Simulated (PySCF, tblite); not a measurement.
# C₅H₆F radical: geometry, infrared bands and EPR parameters

Aim: predict the infrared bands and EPR parameters of C₅H₆F radical (`C[C@@H](F)C1=C[CH]1`).

The runs use tblite 0.8.0 and PySCF 2.14.0, with density-fitted response routines of our own; the level of theory stands in each step. All values are computed, except where a source is named. Atoms count from 0, in the outputs and in this text.

## 1. The starting structure

12 atoms, charge 0, multiplicity 2; geometry from: force field or distance geometry start.

Bonds of the start (Å): C0–C1 1.50, C1–F2 1.37, C1–C3 1.49, C3–C4 1.34, C4–C5 1.43, C5–C3 1.41, C0–H6 1.10, C0–H7 1.10, C0–H8 1.09, C1–H9 1.11, C4–H10 1.08, C5–H11 1.08.

## 2. Optimising the geometry with GFN2-xTB

What the job is given:

```
{"job": {"kind": "relax", "xc": "GFN2-xTB", "basis": "xTB"}, "charge": 0, "multiplicity": 2}
C     -1.236400     0.739400    -0.559900
C     -0.637000    -0.142300     0.501400
F     -0.840100    -1.448600     0.152000
C      0.810100     0.117900     0.713800
C      1.810300    -0.762000     0.809900
C      1.924100     0.298800    -0.135300
H     -1.116600     1.807000    -0.328300
H     -2.310000     0.538000    -0.645200
H     -0.796000     0.539400    -1.539200
H     -1.166600     0.012600     1.460200
H      1.683100    -1.828100     0.741600
H      1.876400     0.127100    -1.197000
```

The run is started by

```
$ OMP_NUM_THREADS=1 python probes_run.py task.json out
```

One launch serves the whole session: the jobs run in the order shown.

**Question.** This job is followed by: GFN2-xTB harmonic vibrations, gas phase; UKS B3LYP, pcH-1 on C F H, non-relativistic, mean-field spin-orbit, GIAO. Predict these results of the whole session: strongest single infrared mode (GFN2-xTB); zero-point energy (GFN2-xTB); g(iso) (B3LYP); ⟨S²⟩; largest a(iso) (averaged by class); surface potential, 1st and 99th percentile.

**Answer**, as computed:

```
                                 quantity                 value
strongest single infrared mode (GFN2-xTB)   768 cm⁻¹, 66 km/mol
             zero-point energy (GFN2-xTB)         56.1 kcal/mol
                           g(iso) (B3LYP)               2.00271
                                     ⟨S²⟩    0.753 (exact 0.75)
       largest a(iso) (averaged by class)  13C on C3, 315.5 MHz
    surface potential, 1st and 99th percentile    -1.25 V and 1.38 V
```

Relaxing lowered the energy by 1.112 eV in 94 steps; the close pair that moved most is C3–C4, from 1.336 to 1.464 Å. No mode is imaginary among the 30: a minimum at this level. The strongest single mode, at 768 cm⁻¹, is spread over many atoms; the largest shares are those of C1, F2. Unscaled tight-binding wavenumbers are off by several per cent, some by more. Its intensities can rank the bands wrongly. C3 carries the largest spin population, 0.77 e. The isotropic g lies 0.4 ppt above the free-electron value.
